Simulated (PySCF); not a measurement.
C3H5FO2.
Numbering: `[CH3:1][C@H:2]([F:3])[C:4](=[O:5])[OH:6]` (hydrogens: H7, H8, H9 on C1; H10 on C2; H11 on O6)

The same species was optimised twice, with GFN2-xTB and with PBE0-D3(BJ)/def2-SVP (PySCF), and the same property calculations (PySCF, gas phase) were run on both structures.

| coordinate | GFN2-xTB | PBE0-D3(BJ)/def2-SVP | change |
| --- | --- | --- | --- |
| C1–C2 (Å) | 1.525 | 1.511 | -0.014 |
| C2–C4 (Å) | 1.525 | 1.520 | -0.005 |
| C2–F3 (Å) | 1.374 | 1.368 | -0.006 |
| C4–O6 (Å) | 1.325 | 1.329 | +0.004 |
| C4=O5 (Å) | 1.201 | 1.203 | +0.002 |
| C1–C2–C4 (°) | 110.0 | 111.4 | +1.4 |
| C1–C2–F3 (°) | 110.0 | 110.6 | +0.6 |
| F3–C2–C4 (°) | 110.5 | 111.0 | +0.5 |
| C2–C4–O6 (°) | 113.2 | 113.4 | +0.2 |
| C2–C4–O5 (°) | 122.9 | 122.7 | -0.2 |
| O5–C4–O6 (°) | 124.0 | 123.9 | -0.1 |
| C1–C2–C4–O5 (°) | -68 | -47 | +21 |

Rotational constants: A = 5190, B = 3206, C = 2285 MHz (GFN2-xTB) against A = 5188, B = 3361, C = 2189 MHz (PBE0-D3(BJ)/def2-SVP). Point groups within 0.08 Å: C1 and C1.

On the GFN2-xTB structure: lowest singlet, TDDFT (eV) 5.89 [CAM-B3LYP/def2-SVPD]; lowest triplet, Tamm–Dancoff (eV) 5.40 [CAM-B3LYP/def2-SVPD]; isotropic polarisability (au) 45.4 [CAM-B3LYP/def2-SVPD]; HOMO (eV) -9.95 [CAM-B3LYP/def2-SVPD]; LUMO (eV) 0.80 [CAM-B3LYP/def2-SVPD]; dipole (D) 0.62 [CAM-B3LYP/def2-SVPD]; HOMO (eV) -8.28 [PBE0/pcSseg-1]; LUMO (eV) -0.04 [PBE0/pcSseg-1]; dipole (D) 0.57 [PBE0/pcSseg-1]; GIAO shielding of C1 (ppm) 164.6 [PBE0/pcSseg-1]; GIAO shielding of C2 (ppm) 96.1 [PBE0/pcSseg-1]; GIAO shielding of F3 (ppm) 387.8 [PBE0/pcSseg-1]; GIAO shielding of C4 (ppm) 9.3 [PBE0/pcSseg-1]; GIAO shielding of O5 (ppm) -84.4 [PBE0/pcSseg-1]; GIAO shielding of O6 (ppm) 126.9 [PBE0/pcSseg-1].

Task: What do these properties become on the PBE0-D3(BJ)/def2-SVP structure?

Result: 
```
                                    property                level  on GFN2-xTB  on PBE0-D3(BJ)/def2-SVP  change
                  lowest singlet, TDDFT (eV)  CAM-B3LYP/def2-SVPD         5.89                     5.88   -0.01
           lowest triplet, Tamm–Dancoff (eV)  CAM-B3LYP/def2-SVPD         5.40                     5.39   -0.01
               isotropic polarisability (au)  CAM-B3LYP/def2-SVPD         45.4                     45.4     0.0
                                   HOMO (eV)  CAM-B3LYP/def2-SVPD        -9.95                    -9.99   -0.04
                                   LUMO (eV)  CAM-B3LYP/def2-SVPD         0.80                     0.66   -0.14
                                  dipole (D)  CAM-B3LYP/def2-SVPD         0.62                     0.30   -0.32
energy, GFN2-xTB geometry as zero (kcal/mol)  CAM-B3LYP/def2-SVPD          0.0                     -0.2    -0.2
                                   HOMO (eV)        PBE0/pcSseg-1        -8.28                    -8.33   -0.05
                                   LUMO (eV)        PBE0/pcSseg-1        -0.04                    -0.12   -0.08
                                  dipole (D)        PBE0/pcSseg-1         0.57                     0.25   -0.32
energy, GFN2-xTB geometry as zero (kcal/mol)        PBE0/pcSseg-1          0.0                     -0.5    -0.5
                  GIAO shielding of C1 (ppm)        PBE0/pcSseg-1        164.6                    164.5    -0.1
                  GIAO shielding of C2 (ppm)        PBE0/pcSseg-1         96.1                     97.4    +1.3
                  GIAO shielding of F3 (ppm)        PBE0/pcSseg-1        387.8                    392.3    +4.5
                  GIAO shielding of C4 (ppm)        PBE0/pcSseg-1          9.3                      7.6    -1.7
                  GIAO shielding of O5 (ppm)        PBE0/pcSseg-1        -84.4                    -82.8    +1.6
                  GIAO shielding of O6 (ppm)        PBE0/pcSseg-1        126.9                    120.0    -6.9
```

The heavy atoms differ by 0.190 Å rms after alignment. Among bonds between heavy atoms C1–C2 changes most (-0.014 Å). Changes are differences of the printed values. Neither structure is proved a minimum here.

Shape of the structure used: `[CH3:1][C@H:2]([F:3])[C:4](=[O:5])[OH:6]`: C1–C2–C4–O5 -47°, H–O6–C4–C2 179°.
